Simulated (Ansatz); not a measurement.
## Rhenium (dhcp) across density functionals

All rows: Ansatz, plane waves with scalar-relativistic PAW, 420 eV (500 eV for the SCAN forms), relaxed under each functional, no dispersion correction, no zero-point motion. B₀ comes from uniform scaling at fixed shape; a dash is a value not given.

| functional | V (Å³/atom) | cell | B₀ (GPa) | magnetic state | ΔE to hcp (meV/atom) |
| --- | --- | --- | --- | --- | --- |
| PBE | 14.95 | a = 2.777 Å, c = 8.952 Å (c/a = 3.224) | 363 | spin not included | -1 |
| r²SCAN | 14.69 | a = 2.761 Å, c = 8.905 Å (c/a = 3.226) | 388 | spin not included | -2 |
| PBEsol | 14.55 | a = 2.753 Å, c = 8.870 Å (c/a = 3.222) | 391 | spin not included | -1 |
| LDA | 14.33 | a = 2.739 Å, c = 8.820 Å (c/a = 3.220) | 404 | spin not included | -1 |
| revPBE | 15.06 | a = 2.784 Å, c = 8.975 Å (c/a = 3.224) | 356 | spin not included | -1 |
| RPBE | 15.11 | a = 2.787 Å, c = 8.985 Å (c/a = 3.224) | 352 | spin not included | -1 |
| BLYP | 15.53 | a = 2.815 Å, c = 9.054 Å (c/a = 3.217) | 323 | spin not included | 1 |

LDA gives the smallest volume and BLYP the largest.
